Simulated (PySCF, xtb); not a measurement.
C2H4O2, SMILES O=COC (connectivity only; charge and spin as stated), charge +1, multiplicity 2. One conformer was computed; it need not be the lowest.

Harmonic wavenumbers (cm⁻¹) from GFN2-xTB (xtb) at its own minimum, in rising order: 158, 235, 366, 654, 842, 947, 957, 1006, 1025, 1155, 1254, 1310, 1357, 1768, 2438, 2806, 2866, 2935.

**Question.** What does TPSSh-D3(BJ)/def2-SVP (PySCF) give at its own minimum? (The exact figures need the calculation; the answer reports its results.)

**Answer.** 43, 219, 369, 539, 790, 960, 1144, 1154, 1214, 1348, 1433, 1458, 1475, 1557, 3000, 3078, 3206, 3249. Paired by order, the mean absolute difference is 177 cm⁻¹ and the zero-point energies are 34.4 and 37.5 kcal/mol.
